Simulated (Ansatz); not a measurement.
Stepwise reaction of BH₃ with water, as a gas-phase model of exchange steps in deposition or etching. ΔE in kJ/mol.

Calculated with Ansatz (gas phase, PBE0-D4/def2-TZVP geometries, no zero-point term in ΔE). CBS: MP2 limit from def2 TZ/QZ plus the TZ coupled-cluster correction, frozen cores. This one scheme is used for every species. DFT in def2-TZVPP. B3LYP here is the variant with VWN-RPA as its local correlation; programs differ in this. Each species was taken in one conformer, which may not be the lowest.

| step | reaction | PBE-D4 | B3LYP-D4 | ωB97M-V | CCSD(T)/CBS |
| --- | --- | --- | --- | --- | --- |
| 2 | `BO` + H₂O → `OBO` + H₂ | -122.1 | -122.2 | -122.1 | -116.7 |
| 3 | `OBO` + H₂O → `OB(O)O` + H₂ | -98.8 | -102.7 | -103.6 | -99.0 |

(1) Give the row of step 1, BH₃ + H₂O → `BO` + H₂. (Estimate.)

(2) By hand: ΔE of the 3 steps together at CCSD(T)/CBS.

Answers

(1) Ansatz gave: 
```csv
step,reaction,PBE-D4,B3LYP-D4,ωB97M-V,CCSD(T)/CBS
1,BH₃ + H₂O → `BO` + H₂,-138.8,-133.9,-132.9,-126.5
```

(2) (-126.5) + (-116.7) + (-99.0) = -342.2 kJ/mol, or -114.1 kJ/mol a step.

In ΔE each step is higher than the one before. All are downhill at CCSD(T)/CBS. PBE-D4 differs from CCSD(T)/CBS by -12.3 to 0.2 kJ/mol a step. Isolated molecules leave out the surface, adducts and barriers. Largest T1 diagnostic: 0.014.
